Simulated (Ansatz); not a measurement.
This script for the Python package of Ansatz (0.2.0) starts 5 runs on AlH4NS, SMILES [NH2][AlH][SH]. What input does the engine get in each?

The script, `relaxed_scan_alh4ns.py`:
```python
"""One bond of AlH4NS held at set lengths while the rest relaxes."""

import ansatz as az
import numpy as np

GEOMETRY = """
N    -1.12840    0.22170   -0.91200
Al    0.37420    0.48030    0.16430
S     2.10670   -0.91960   -0.09950
H    -1.49930   -0.66250   -0.70330
H    -1.87030    0.96920   -0.61990
H     0.43130    1.66170    1.25710
H     1.64710   -1.81880    0.86760
"""

system = az.Crystal.molecule()
for line in GEOMETRY.strip().splitlines():
    symbol, *xyz = line.split()
    system = system.atom(symbol, [float(v) for v in xyz])

setup = system.calculation().basis(gaussian="def2-SVP").functional("b3lyp").scf(lower_state_search="standard")
symbols = [site.symbol for site in system.cartesian_sites]
pairs = [(0, 1), (0, 3), (0, 4), (1, 2), (1, 5), (2, 6)]
print("held (A)   E (eV)        ", "  ".join(f"{symbols[i]}{i}-{symbols[j]}{j}" for i, j in pairs))
for length in [0.9, 0.98, 1.06, 1.18, 1.32]:
    rep = setup.relax(constraints=[az.DistanceConstraint((0, 3), at=length)], force_tolerance=0.02, max_steps=60).run(threads=1, pin="off").report
    xyz = np.array(rep["positions_ang"])
    print(f"{length:6.2f} {rep['free_energy_ev']:14.5f}  ", "  ".join(f"{np.linalg.norm(xyz[i] - xyz[j]):.3f}" for i, j in pairs))
```

Run 1:
```yaml
crystal:
  periodic: [false, false, false]
  atoms:
    - { symbol: "N", position_ang: [-1.1284, 0.2217, -0.912] }
    - { symbol: Al, position_ang: [0.3742, 0.4803, 0.1643] }
    - { symbol: S, position_ang: [2.1067, -0.9196, -0.0995] }
    - { symbol: H, position_ang: [-1.4993, -0.6625, -0.7033] }
    - { symbol: H, position_ang: [-1.8703, 0.9692, -0.6199] }
    - { symbol: H, position_ang: [0.4313, 1.6617, 1.2571] }
    - { symbol: H, position_ang: [1.6471, -1.8188, 0.8676] }
basis:
  gaussian:
    orbitals: def2-SVP
hamiltonian:
  xc: b3lyp
scf:
  lower_state_search: standard
relax:
  f_tol: 0.02
  max_steps: 60
  constraints:
    - { distance: [0, 3], at: 0.9 }
```

Run 2, against run 1:
```diff
-    - { distance: [0, 3], at: 0.9 }
+    - { distance: [0, 3], at: 0.98 }
```

Run 3, against run 1:
```diff
-    - { distance: [0, 3], at: 0.9 }
+    - { distance: [0, 3], at: 1.06 }
```

Run 4, against run 1:
```diff
-    - { distance: [0, 3], at: 0.9 }
+    - { distance: [0, 3], at: 1.18 }
```

Run 5, against run 1:
```diff
-    - { distance: [0, 3], at: 0.9 }
+    - { distance: [0, 3], at: 1.32 }
```

Output of `python relaxed_scan_alh4ns.py`:
```text
held (A)   E (eV)         N0-Al1  N0-H3  N0-H4  Al1-S2  Al1-H5  S2-H6
DeckWarning: relax.constraints: the input's atoms, or those drawn, lie off the distances that are held; a relaxation that starts there is brought onto them ahead of its first SCF, by positions alone, an atom by 4.06e-2 Å at the most. With the symmetry detection on, the symmetry is detected on the input's atoms as so brought (as typed, where only the drawn atoms reach the distances), and notices that speak of the structure as typed mean those atoms
  0.90   -18983.62701   1.773  0.900  1.016  2.203  1.576  1.354
  0.98   -18983.98666   1.773  0.980  1.016  2.203  1.578  1.353
  1.06   -18983.97797   1.772  1.060  1.016  2.203  1.577  1.354
  1.18   -18983.58488   1.770  1.180  1.016  2.203  1.578  1.354
  1.32   -18982.86944   1.768  1.320  1.015  2.203  1.578  1.354
```
(Warnings from the package without file and line, repeats left out.)

Caveats:
- These settings explore the input space; basis and method may be short of convergence.
- The energies are electronic: no zero-point or thermal terms, and the basis set is short of its limit.
- b3lyp holds the VWN-RPA fit, as in Gaussian; the form of ORCA and Turbomole is b3lyp5.
- Timing: 3.2 min on 1 thread of Arm Neoverse V1, on a shared host, peak memory 0.21 GiB.

(Lines on the test bed's own set-up are left out of the output.)
